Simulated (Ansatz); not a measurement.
Geometry optimisation, RKS PBE0-D4/def2-SVP in Ansatz.

Input:

```yaml
crystal:
  periodic: [false, false, false]
  atoms:
    - { symbol: "N", position_ang: [-1.31297, -0.29447, -0.44019] }
    - { symbol: Al, position_ang: [0.28905, 0.06088, 0.04229] }
    - { symbol: Cl, position_ang: [1.8904, 0.27105, -1.33394] }
    - { symbol: H, position_ang: [-1.97943, -0.36636, 0.32686] }
    - { symbol: H, position_ang: [1.11295, 0.32889, 1.40498] }
total_charge: -1
basis:
  gaussian: { orbitals: def2-SVP }
hamiltonian:
  xc: pbe0
  dispersion: d4
relax:
  f_tol: 0.02
  max_steps: 50
```

Launched with:

```bash
$ ansatz run input.yaml --threads 1 --pin off --max-ram 2048MiB --backend cpu --events-out ev --progress --plain --runs-dir out
```

Where does it end, and by what steps?

The run converged. Limits of this set-up: an anion without diffuse functions. After 6 steps the energy has fallen by 0.085 eV; Cl3 moved furthest, 0.12 Å.

| step | energy less start (eV) | largest force component (eV/Å) | accepted |
| --- | --- | --- | --- |
| 0 | 0.0000 | 0.970 | yes |
| 1 | -0.0768 | 0.254 | yes |
| 2 | -0.0784 | 0.328 | yes |
| 3 | -0.0844 | 0.060 | yes |
| 4 | -0.0847 | 0.056 | yes |
| 5 | -0.0847 | 0.029 | no |
| 6 | -0.0850 | 0.005 | yes |

```xyz
5
Properties=species:S:1:pos:R:3
N -1.280 -0.285 -0.423
Al 0.323 0.070 0.076
Cl 1.891 0.261 -1.454
H -1.999 -0.374 0.301
H 1.066 0.328 1.501
```

Whether the end is a true minimum wasn't checked by a vibrational analysis.

The run took 26 s on 1 thread of Intel(R) Xeon(R) Processor @ 2.50GHz (Skylake/Cascade Lake) (shared host), peak memory 0.14 GiB.
